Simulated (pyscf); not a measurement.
Thermochemistry of product channels of O=Nb(=O)–Cl (SMILES [O]=[Nb](=[O])[Cl]) + H₂O (SMILES O) on the singlet surface, in eV, from ωB97M-D3(BJ)/def2-TZVP energies (ideal gas, 1 atm, RRHO with modes under 100 cm⁻¹ raised to 100, one conformer, R ln 2 for chiral ones without a mode under 150 cm⁻¹). Single points on ωB97X-D3(BJ)/def2-SVP structures (PySCF, gas phase).

```tsv
products	ΔE	ΔH(298 K)	ΔG(298 K)	ΔG(900 K)
O=Nb(OH)(OH)–Cl (SMILES [O]=[Nb]([OH])([OH])[Cl])	-3.10	-3.08	-2.62	-1.76
O=Nb(=O)–OH (SMILES [O]=[Nb](=[O])[OH]) + HCl (SMILES Cl)	+0.40	+0.32	+0.34	+0.34
```

These are energies of the channels, which say nothing of barriers. Elements past Kr carry the def2 core potentials, without spin-orbit coupling.
